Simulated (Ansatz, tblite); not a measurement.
**The cluster Pd₃−: rung by rung**

Aim: run the doublet of the cluster Pd₃− at one geometry on many levels, and compare frontier levels, spin and run time.

The runs use Ansatz 0.2.0, Gaussian basis; as each input shows.

The runs, in order: GFN1-xTB, GFN2-xTB, PBE-D4/def2-TZVPD, r2SCAN-D4/def2-TZVPD, HSE06-D4/def2-TZVPD, BLYP-D4/def2-TZVPD, ωB97X-V/def2-TZVPD, B97M-V/def2-TZVPD, ωB97M-V/def2-TZVPD, PBE-D4/def2-SVPD, PBE0-D4/def2-SVPD, CCSD(T)/def2-TZVPD, RPA/def2-TZVPD.

3 further runs of the same task are left out: 1 that didn't finish, 2 set aside as unsound or not needed. Runs told in other sessions of the task aren't counted.

## Step 1: The structure

The geometry is that of the doublet, from an earlier relaxation (PBE0-D4/def2-TZVPD). At that level it is the lowest of the isomers that a small search found.

3 atoms, charge -1, spin multiplicity 2.

Bond lengths: Pd1–Pd2 2.557 Å, Pd1–Pd3 2.557 Å, Pd2–Pd3 2.557 Å. Angles: Pd2–Pd1–Pd3 60.0°, Pd1–Pd2–Pd3 60.0°, Pd1–Pd3–Pd2 60.0°.

Pd takes a core potential in the def2 sets. No spin-orbit coupling is included. The ion is computed in the gas phase, without counter-ions or solvent.

PBE0-D4/def2-TZVPD was run before; its log isn't repeated, and its numbers join the tables.

## Step 2: GFN1-xTB

Tight binding, by tblite at 300 K electronic temperature and without a spin-polarisation term:

```python
tblite.interface.Calculator('GFN1-xTB', numbers, positions, charge=-1, uhf=1).singlepoint()
```

Energy -366.7162 eV; 0.004 s.

## Step 3: GFN2-xTB

Tight binding, by tblite at 300 K electronic temperature and without a spin-polarisation term:

```python
tblite.interface.Calculator('GFN2-xTB', numbers, positions, charge=-1, uhf=1).singlepoint()
```

Energy -373.2065 eV; 0.003 s.

## Step 4: PBE-D4/def2-TZVPD

start.molden holds the orbitals of an earlier run on this state, given as this run's starting guess.

The input, in.yaml:

```yaml
crystal:
  periodic: [false, false, false]
  atoms:
    - {symbol: Pd, position_ang: [-1.054445, -0.607332, -0.836071]}
    - {symbol: Pd, position_ang: [0.312852, 1.436572, -0.134613]}
    - {symbol: Pd, position_ang: [0.741583, -0.829240, 0.970685]}
basis:
  gaussian: {orbitals: def2-TZVPD, initial_orbitals: start.molden}
total_charge: -1
magnetization: {spin_polarized: true, initial_magnetization: 1}
hamiltonian: {xc: pbe, dispersion: d4}
scf: {omitted_lower_state_checks: [starts]}
output: {orbitals: {seedname: orbitals}}
```

On the command line:

```sh
ansatz run in.yaml --threads 4 --pin off --events-out ev --progress --plain --max-ram 3916MiB
```

The runs that follow: r2SCAN-D4/def2-TZVPD; HSE06-D4/def2-TZVPD; BLYP-D4/def2-TZVPD; ωB97X-V/def2-TZVPD; B97M-V/def2-TZVPD; ωB97M-V/def2-TZVPD; PBE-D4/def2-SVPD; PBE0-D4/def2-SVPD; CCSD(T)/def2-TZVPD; RPA/def2-TZVPD.

Before running them: what should the planned runs give, taken together? Wanted: gap in def2-TZVPD, named functionals, smallest and largest; correlation energy, CCSD(T)/def2-TZVPD; ⟨S²⟩ in def2-TZVPD, named functionals, smallest and largest; PBE0 total energy, smallest basis above largest.

The runs gave:

| quantity | value |
| --- | --- |
| gap in def2-TZVPD, named functionals, smallest and largest | 0.41 eV (BLYP-D4), 5.72 eV (ωB97X-V) |
| correlation energy, CCSD(T)/def2-TZVPD | -39.41 eV |
| ⟨S²⟩ in def2-TZVPD, named functionals, smallest and largest | 0.772, 0.810 |
| PBE0 total energy, smallest basis above largest | 2.64 eV (def2-SVPD, def2-TZVPD) |

Orbital gaps of the named functionals in def2-TZVPD span 0.41 eV (BLYP-D4) to 5.72 eV (ωB97X-V); exact exchange widens it. Over the named functionals in def2-TZVPD spin contamination reaches 0.06 (r2SCAN-D4), which is small. PBE-D4, BLYP-D4, r2SCAN-D4, B97M-V, HSE06-D4 put the HOMO above zero; others here keep it below zero, so the sign hangs on the functional's self-interaction and doesn't show that the species is unbound. Notes on CCSD(T)/def2-TZVPD: large T1 diagnostic, spin contamination.
